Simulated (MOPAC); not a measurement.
MOPAC input (MNDO):

```
MNDO PRECISE GNORM=0.05 LET XYZ UHF MS=0.5 GEO-OK AUX(PRECISION=9) THREADS=1
C3H6Cl

C     1.01507197 1   -0.58561759 1    0.00621102 1
C     2.42102843 1   -0.10465548 1    0.00237052 1
C     0.03438900 1    0.59146367 1   -0.00567664 1
H     0.81158166 1   -1.19058228 1    0.89273520 1
H     0.81257307 1   -1.20754575 1   -0.86872628 1
Cl   -1.68292060 1    0.01861049 1   -0.00112644 1
H     2.92912026 1    0.11926184 1   -0.92547672 1
H     2.92807801 1    0.13709513 1    0.92630458 1
H     0.15218135 1    1.21766313 1    0.87507589 1
H     0.15317941 1    1.20058596 1   -0.89819258 1
```

Problem. What heat of formation does the run end on?

Solution. -3.73 kcal/mol.
